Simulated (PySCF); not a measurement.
C2H7O2P.
Structure used (PBE0-D3(BJ)/def2-SVP), in Å, numbered top down from 1:
```xyz
12
C2H7O2P angstrom
C      0.6214   -0.1528   -1.4167
P      0.4220    0.1873    0.3442
C     -1.0560   -0.6991    0.8838
O      1.6358   -0.0458    1.1748
O     -0.0715    1.7475    0.3490
H     -0.2700    0.1430   -1.9874
H      1.4905    0.4178   -1.7736
H      0.8197   -1.2245   -1.5623
H     -1.2306   -0.4507    1.9405
H     -1.9353   -0.4077    0.2920
H     -0.8892   -1.7824    0.7998
H      0.5032    2.2437    0.9468
```

Computed, not measured: PBE0-D3(BJ)/def2-SVP geometry optimisation, gas phase in PySCF.

Masses are those of the commonest isotopes; rigid-rotor values at the optimised geometry. The values belong to one conformer with, in the numbering `[CH3:1][P:2]([CH3:3])(=[O:4])[OH:5]`, C1–P2–O5–H -128°.

(1) What are A, B and C (MHz)?

(2) What kind of rotor is it?

(3) Is it planar, by Δ = Ic − Ia − Ib?

(4) Give the other two planar moments, Paa and Pbb, and the rms extents of the mass along the axes.

(5) Predict some low-J microwave lines.

Results:

(1) Ia = 124.92, Ib = 129.25, Ic = 135.86 u·Å²; 505379 MHz·u·Å²/I gives A = 4046, B = 3910, C = 3720 MHz.

(2) An asymmetric top; Ray's κ = 0.168.

(3) Not planar: Δ = Ic − Ia − Ib = -118.30 u·Å². For a rigid frame Δ = −2 Σ m c², so Σ m c² = 59.15 u·Å² lies off the ab plane: 5.50 from hydrogen and 53.65 from heavier atoms. The atom farthest from that plane is 1.45 Å away.

(4) Paa = Σ m a² = (Ib + Ic − Ia)/2 = 70.10 and Pbb = Σ m b² = (Ia + Ic − Ib)/2 = 65.77 u·Å². With the mass M = 94.02 u, the rms extents √(P/M) along a, b and c are 0.86, 0.84, 0.79 Å.

(5) The dipole components are |μa| = 0.06 D, |μb| = 2.18 D, |μc| = 1.49 D. Intensities carry the squares of the components, which stand as 0.00 : 1.00 : 0.47 (a : b : c). Some lines, for components of 0.1 D or more:

| type | branch | J(Ka,Kc) | MHz | lower level (cm⁻¹) |
| --- | --- | --- | --- | --- |
| b | Q | 4(3,1) ← 4(2,2) | 774 | 2.603 |
| b | Q | 4(4,0) ← 4(3,1) | 1289 | 2.629 |
| b | Q | 3(2,2) ← 3(1,3) | 1318 | 1.514 |
| b | Q | 4(3,2) ← 4(2,3) | 1434 | 2.573 |
| b | Q | 5(2,3) ← 5(1,4) | 1526 | 3.837 |
| b | Q | 5(5,0) ← 5(4,1) | 1765 | 3.955 |
| b | Q | 5(5,1) ← 5(4,2) | 1874 | 3.951 |
| c | R | 1(1,0) ← 0(0,0) | 7956 | 0.000 |
| b | R | 3(3,1) ← 2(2,0) | 23993 | 0.798 |
| c | R | 3(3,0) ← 2(2,0) | 24037 | 0.798 |
| c | R | 3(3,1) ← 2(2,1) | 24098 | 0.794 |
| b | R | 4(2,2) ← 3(3,1) | 30121 | 1.598 |
| b | R | 4(1,3) ← 3(2,2) | 30348 | 1.558 |
| c | R | 4(2,2) ← 3(1,2) | 31550 | 1.550 |
| c | R | 4(3,2) ← 3(2,2) | 31864 | 1.558 |
| b | R | 5(0,5) ← 4(1,4) | 37445 | 2.515 |
| c | R | 5(3,2) ← 4(2,2) | 39449 | 2.603 |
| c | R | 5(2,3) ← 4(1,3) | 39506 | 2.570 |
| c | R | 5(4,1) ← 4(3,1) | 39764 | 2.629 |
| c | R | 5(4,2) ← 4(3,2) | 39891 | 2.621 |
| b | R | 5(4,1) ← 4(3,2) | 40003 | 2.621 |
| b | R | 5(5,1) ← 4(4,0) | 40236 | 2.672 |
| b | R | 5(2,3) ← 4(1,4) | 41170 | 2.515 |

Stationary, but not proved a minimum. No vibrational averaging or centrifugal distortion is included, and the geometry carries the error of its method. A rigid rotor knows nothing of internal rotation, which can split or shift real lines.

The run took 62 s on one thread of an Arm Neoverse V1, shared host with 32 logical CPUs at a one-minute load of 16, and the process peaked at 0.46 GiB of memory. That covers the optimisation of the geometry.
